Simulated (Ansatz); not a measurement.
The input, for Ansatz 0.2.0:

```yaml
crystal:
  periodic: [false, false, false]
  atoms:
    - {symbol: Ge, position_ang: [-0.034571, 0.000000, 0.295847]}
    - {symbol: N, position_ang: [0.072436, 0.000001, -1.645848]}
    - {symbol: H, position_ang: [0.742421, -1.258240, 0.775123]}
    - {symbol: H, position_ang: [0.742420, 1.258240, 0.775124]}
basis:
  gaussian: {orbitals: cc-pVDZ}
magnetization: {spin_polarized: false, initial_magnetization: 1}
correlation: {method: fic_mrcisd_q, electrons: outside_noble_gas, active_space: {window: {electrons: 11, orbitals: 10}, shells: [{species: Ge, l: s, shell: 4}, {species: Ge, l: p, shell: 4}, {species: H, l: s, shell: 1}, {species: "N", l: s, shell: 2}, {species: "N", l: p, shell: 2}]}}
```

```sh
$ ansatz run in.yaml --threads 1 --pin off --events-out ev --progress --plain --max-ram 2393MiB
```

The program prints:

```
1002 factors; integrals over basis functions are off by at most 1.8e-7 eV
mean field evaluation 1: about -57977.6232 eV, gradient 2.9e1 eV
mean field evaluation 2: about -57977.6259 eV, gradient 2.9e1 eV
mean field evaluation 4: about -57980.6747 eV, gradient 1.0e1 eV
mean field evaluation 8: about -57981.4273 eV, gradient 9.8e-1 eV
mean field evaluation 16: about -57971.2986 eV, gradient 1.1e1 eV
mean field evaluation 32: about -57981.4346 eV, gradient 4.4e-2 eV
mean field evaluation 64: about -57980.5924 eV, gradient 2.0e-2 eV
mean field evaluation 96: about -57980.5432 eV, gradient 1.6e-6 eV
mean field evaluation 128: about -57980.5432 eV, gradient 2.0e-4 eV
mean field -57981.43466852 eV, -2130.7784228402 hartree, gradient 4.5e-6 eV, S^2 0.750000; 13 other end points of the search recorded, 0 dependent functions left out
reference -57981.43466852 eV, -2130.7784228402 hartree; 21, 20 occupied and 30, 31 virtual orbitals, 1002 factors
state -57985.35196682 eV, -2130.9223808974 hartree
contracted CI cycle   1: correlation 0.00000000 eV, 0.0000000000 hartree, residual 1.81e1 eV
contracted CI cycle   2: correlation -4.05666089 eV, -0.1490795380 hartree, residual 3.30e0 eV
contracted CI cycle   3: correlation -4.20391962 eV, -0.1544911967 hartree, residual 6.71e-1 eV
contracted CI cycle   4: correlation -4.21050140 eV, -0.1547330723 hartree, residual 1.60e-1 eV
contracted CI cycle   5: correlation -4.21086147 eV, -0.1547463048 hartree, residual 3.75e-2 eV
contracted CI cycle   6: correlation -4.21088070 eV, -0.1547470115 hartree, residual 9.95e-3 eV
contracted CI cycle   7: correlation -4.21088202 eV, -0.1547470599 hartree, residual 2.85e-3 eV
contracted CI cycle   8: correlation -4.21088212 eV, -0.1547470637 hartree, residual 6.60e-4 eV
state -57985.35196682 eV, -2130.9223808974 hartree; corrected -57989.83210190 eV, -2131.0870228250 hartree
Total energy: -57989.83210190 eV, -2131.0870228250 hartree
Checks for a lower state left out: starts, orbital_swaps
```

Natural occupations: 1.9946 1.9817 1.9654 1.9471 1.6547 1.0002 0.3539 0.0525 0.0261 0.0237.

Ran on 1 thread of Intel Xeon, shared host: 41 s wall, 0.57 GiB peak host memory.
